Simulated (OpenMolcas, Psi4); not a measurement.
**How methods differ on SiCl (SMILES [Si]Cl)**

SiCl has 2 atoms, charge 0, and is taken as a doublet. SMILES: `[Si]Cl`. The coordinates come from a PBE0-D4/def2-TZVP relaxation.

```xyz
2

Si    0.8818   -0.2937    0.4521
Cl   -0.8818    0.2937   -0.4521
```

Each level gives the dipole moment (D). The values are calculated.

```csv
level,kind,program,value (D)
UHF/aug-cc-pVTZ,Hartree–Fock,OpenMolcas,1.01
USVWN5/aug-cc-pVTZ,LDA,OpenMolcas,0.69
UBLYP/aug-cc-pVTZ,GGA,OpenMolcas,0.70
UPBE/aug-cc-pVTZ,GGA,OpenMolcas,0.63
UM06-L/aug-cc-pVTZ,meta-GGA,OpenMolcas,0.69
UB3LYP/aug-cc-pVTZ,global hybrid,OpenMolcas,0.83
UHSE06/aug-cc-pVTZ,range-separated hybrid,Psi4,0.79
```

The values span 0.63 to 1.01 D. Magnitudes only.
